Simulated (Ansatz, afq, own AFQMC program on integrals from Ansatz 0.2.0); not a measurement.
Atomization energy of BNH, doublet

```xyz
3

B     0.0000    0.0000    1.1532
N     0.0000    0.0000   -0.0803
H     0.0000    0.0000   -1.0729
```

Connectivity, by distances: B–NH.

Atoms in their ground-state spins without spin–orbit coupling (mostly on UHF) minus the molecule (UHF), without zero-point energy. The geometry is a stationary point, not shown to be a minimum.

Basis 6-31G. Only valence electrons are correlated. Ansatz 0.2.0 and our own AFQMC program on the same integrals; the CISD trial comes from CCSD amplitudes, and released means the phaseless constraint is let go. Uncertainties: one standard error, sampling alone. The errors of all members are added in quadrature.

No full CI on the walks' own integrals is used here; CCSDTQ serves as the reference and is uncertain by about the last step of the cluster series. Each member takes its own surest rung, up to full CI.

Errors are counted within 6-31G, not against nature.

Cautions: BNH (doublet): unrestricted determinant spin contaminated (⟨S²⟩ 0.87 against 0.75), its ph-AFQMC/CISD value lies 19 ± 9 meV above CCSDTQ; other spins of the molecule weren't checked.

Reference (CCSDTQ): 8.522 eV.

```json
{"level": "HF", "atomization energy (eV)": "6.005", "error against CCSDTQ (eV)": "-2.516"}
{"level": "MP2", "atomization energy (eV)": "8.693", "error against CCSDTQ (eV)": "0.171"}
{"level": "CCSD", "atomization energy (eV)": "8.350", "error against CCSDTQ (eV)": "-0.172"}
{"level": "CCSD(T)", "atomization energy (eV)": "8.489", "error against CCSDTQ (eV)": "-0.032"}
{"level": "ph-AFQMC/HF", "atomization energy (eV)": "8.542 ± 0.048", "error against CCSDTQ (eV)": "0.020 ± 0.048"}
{"level": "ph-AFQMC/CISD", "atomization energy (eV)": "8.505 ± 0.009", "error against CCSDTQ (eV)": "-0.016 ± 0.009"}
{"level": "released AFQMC", "atomization energy (eV)": "8.515 ± 0.009", "error against CCSDTQ (eV)": "-0.007 ± 0.009"}
```

Correlation beyond CCSD(T) adds 0.032 eV. The perturbative (T) step is worth +0.139 eV. Where the cautions show a poor determinant, the low rows tell how each method copes with it, not its usual error.

A walk keeps the symmetry of its determinant, which the program's search chose and which needn't be the lowest solution, so a lower state of the same spin and another symmetry isn't excluded. Released energies are given only where the last usable release times agree within the noise; a slower fall can still hide under it.
